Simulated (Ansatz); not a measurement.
bcc Ba was calculated with LDA in Ansatz (PAW).

A relaxed, unreconstructed slab of the (211) face has 12 atoms, two equal faces of 27.775 Å² each and an energy of -69353.2885 eV. A bulk cell of 6 atoms with the same orientation and in-plane k mesh has -34677.4858 eV. Energies are extrapolated to zero smearing.

Run with plane-wave cutoff 500 eV, 8×14×1 k mesh (along the axes of the cell as run), Fermi–Dirac smearing 0.1 eV, scalar-relativistic PAW data made under PBE.

Worked out: γ = (E_slab − N E_bulk per atom)/2A = [-69353.2885 − 12 × (-34677.4858/6)]/(2 × 27.775) = 0.0303 eV/Å². With 16.022 J/m² per eV/Å² this is 0.49 J/m², or 0.84 eV per surface cell and face.

Ansatz is a quantum-chemistry and plane-wave program.
